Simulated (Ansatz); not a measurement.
`[BH4-]`, relaxed with RKS PBE0-D4/def2-TZVPD in Ansatz 0.2.0 from a GFN2-xTB geometry. The force threshold is 0.005 eV/Å; the program also tests the step.

Total charge -1; spin multiplicity 1.

Start:

```xyz
5

B     0.000    0.000    0.000
H     0.448    0.133    1.136
H     0.896   -0.372   -0.754
H    -0.445    1.076   -0.393
H    -0.900   -0.837    0.010
```

(1) By how much does the energy fall, and how many steps does the optimiser take? (Estimate.)

(2) Which bonds change most? (Best estimate.)

(3) Give the relaxed structure. (An estimate is asked.)

Results:

(1) The calculation gave: 0.00 eV, in 2 steps.

(2) Computed: B1–H2 from 1.228 to 1.240 Å; B1–H3 from 1.229 to 1.240 Å; B1–H4 from 1.229 to 1.240 Å; B1–H5 from 1.229 to 1.240 Å.

(3) The calculation gave: 
```xyz
5

B     0.000    0.000    0.000
H     0.453    0.134    1.146
H     0.904   -0.375   -0.760
H    -0.449    1.085   -0.396
H    -0.908   -0.844    0.010
```
